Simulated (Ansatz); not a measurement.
## Relative stability

The two ends of one reaction step of AlPNH7, closed shell (PBE0-D4/def2-TZVP).

A:

| atom | x (Å) | y (Å) | z (Å) |
| --- | --- | --- | --- |
| Al1 | -0.3590 | -0.3680 | -0.6209 |
| N2 | 0.5859 | 1.4312 | -0.2821 |
| H3 | 0.6083 | -0.9474 | -1.7562 |
| H4 | -1.8048 | 0.1834 | -1.0286 |
| H5 | 1.5449 | 1.2846 | 0.0176 |
| P6 | -0.1352 | -1.2874 | 1.5508 |
| H7 | 0.1144 | 1.9544 | 0.4492 |
| H8 | 0.6032 | 2.0069 | -1.1181 |
| H9 | 0.3298 | -2.5567 | 1.1189 |
| H10 | -1.4874 | -1.7010 | 1.6697 |

B:

Al1  (-0.597, 0.220, -1.042)
N2  (0.615, 1.528, -0.858)
H3  (-0.239, -0.962, -2.052)
H4  (-2.105, 0.572, -0.659)
H5  (-0.152, -0.378, 2.341)
P6  (-0.059, -1.099, 1.132)
H7  (0.432, 2.426, -0.442)
H8  (1.535, 1.517, -1.266)
H9  (1.272, -1.543, 1.281)
H10  (-0.703, -2.280, 1.564)
(Å)

Computed with Ansatz 0.2.0 (basis: def2-TZVPP); correlated methods freeze the cores. B3LYP uses VWN-RPA correlation.

(1) Which structure is lower at CCSD(T), and by how much? (To be estimated.)

No T1 diagnostic of these runs exceeds 0.012.

Results:

(1) The calculation gives: A, by 9.53 kcal/mol (electronic energy, against the other). By their contacts, A is AlPNH₇ ([NH3][AlH2][PH2]) and B is AlPNH₇ ([NH2][AlH2][PH3]).

All methods give the same order:

```csv
method,E(B) − E(A) (kcal/mol)
SPW92,10.76
PBE-D4,9.75
BLYP-D4,6.54
r2SCAN-D4,9.38
B97M-V,10.66
PBE0-D4,10.40
B3LYP-D4,7.31
r2SCAN0-D4,9.87
BHLYP-D4,7.60
CAM-B3LYP-D4,7.19
wB97X-V,8.56
wB97M-V,8.91
B2PLYP,7.82
PBE-QIDH,10.18
RPA on PBE,9.08
HF,6.99
MP2,8.90
CCSD,9.16
CCSD(T),9.53
```

Labels in which every atom is bracketed show which atoms are joined, not bond orders.

For scale, one of the runs: CCSD(T)/def2-TZVPP, 213 basis functions, launched by `ansatz run in.yaml --threads 2 --pin off --events-out ev --progress --plain --max-ram 4352MiB`. Time: 22 s of wall clock on 2 CPU threads; the host was shared. Peak host memory: 2.9 GiB.
